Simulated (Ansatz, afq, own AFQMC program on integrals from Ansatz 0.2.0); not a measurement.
# H₂ + SiH3, doublet: a scan with AFQMC

```xyz
6

H    -2.4285    0.0000    0.0000
H    -1.6835    0.0000    0.0000
Si    0.0895    0.0000    0.0000
H     0.5395   -1.4163    0.0000
H     0.5395    0.7081   -1.2265
H     0.5395    0.7081    1.2265
```

A hydrogen atom is moved from one rigid fragment to the other; the H1–H2 distance tells how far. The two fragments are held close together, so this isn't a minimum-energy path and the start is a compressed complex. Energies in eV count from this geometry (0.745 Å) at the same level; the start stands on UHF, each point on the determinant named.

Basis cc-pVTZ. Only valence electrons are correlated. Ansatz 0.2.0 and our own AFQMC program on the same integrals; the CISD trial comes from CCSD amplitudes, and released means the phaseless constraint is let go. Error bars are statistical, one sigma.

| r(H1–H2) / Å | det. | T1 | weight | ⟨S²⟩ | CCSD(T) | ph-AFQMC/CISD | CCSDT(Q) | wB97M-V | B3LYP |
| --- | --- | --- | --- | --- | --- | --- | --- | --- | --- |
| 0.840 | UHF | 0.016 | 0.90 | 0.77 | 0.020 | 0.021 ± 0.005 | 0.020 | 0.017 | 0.000 |
| 0.888 | UHF | 0.017 | 0.90 | 0.77 | 0.062 | 0.063 ± 0.006 | 0.061 | 0.059 | 0.038 |
| 0.935 | UHF | 0.017 | 0.90 | 0.77 | 0.107 | 0.104 ± 0.004 | 0.106 | 0.109 | 0.087 |
| 0.983 | UHF | 0.016 | 0.90 | 0.77 | 0.156 | 0.157 ± 0.005 | 0.156 | 0.164 | 0.145 |
| 1.078 | UHF | 0.015 | 0.91 | 0.76 | 0.283 | 0.284 ± 0.005 | 0.284 | 0.306 | 0.303 |

Weight is that of the determinant in the CISD state; at the start T1 is 0.015 and the weight 0.90, and ⟨S²⟩ is 0.77. Largest departures from CCSDT(Q), at the points where its series has closed: CCSD(T) -0.001 eV at 1.078 (on UHF), ph-AFQMC/CISD -0.003 eV at 0.935 (on UHF) (within the noise), wB97M-V 0.022 eV at 1.078, B3LYP -0.023 eV at 0.888. Functionals count only at points shown to share the start's state and spin.

Some points may be missing: those where a free walk finds a much lower state, and past Zn most of those on another determinant than at the start.

CCSDT and higher add their correlation energy to the determinant of the CCSD(T) run, since their own runs factorise the integrals more tightly (a shift of under 2 meV). A walk keeps the symmetry of its determinant, which the program's search chose and which needn't be the lowest solution, so a lower state of the same spin and another symmetry isn't excluded.
